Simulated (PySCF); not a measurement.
## Two probes of the same atoms: core binding energy and nuclear shielding

Compound: C₃H₂FPS.
Z-matrix (Å and degrees, GFN2-xTB geometry), rows numbered from 1:
```
F 
C   1  1.3452
C   2  1.3553  1  120.35
S   3  1.7086  2  115.26  1  -179.97
C   4  1.7140  3   94.99  2     0.04
P   5  1.7035  4  119.56  3    -0.06
H   3  1.0744  2  125.54  1    -0.04
H   5  1.0750  4  116.23  3   179.91
```

Binding energies: delta-SCF UKS SCAN, pcX-2 on the ionised atom, pcseg-1 elsewhere, spin-free X2C in PySCF. Shieldings: GIAO PBE0/pcSseg-1, non-relativistic, same geometry.

```
atom  isotropic shielding (ppm)
  C2                       -9.5
  C3                       61.1
  C5                       18.9
```

Question: What are the C 1s binding energies of these atoms?

Answer: 
```tsv
atom	environment	C 1s (eV)	isotropic shielding (ppm)
C5	aromatic CH next to a ring sulfur	290.98	18.9
C3	aromatic CH next to a ring sulfur	291.16	61.1
C2	aromatic C–F carbon	292.68	-9.5
```

Question: Among the listed atoms, is the one with the highest binding energy also the least shielded?

Answer: Yes: C2 has both (292.68 eV, -9.5 ppm).

By binding energy: C5 < C3 < C2. By shielding: C2 < C5 < C3.

Geometry: GFN2-xTB; no solvent, vibrations or thermal averaging.
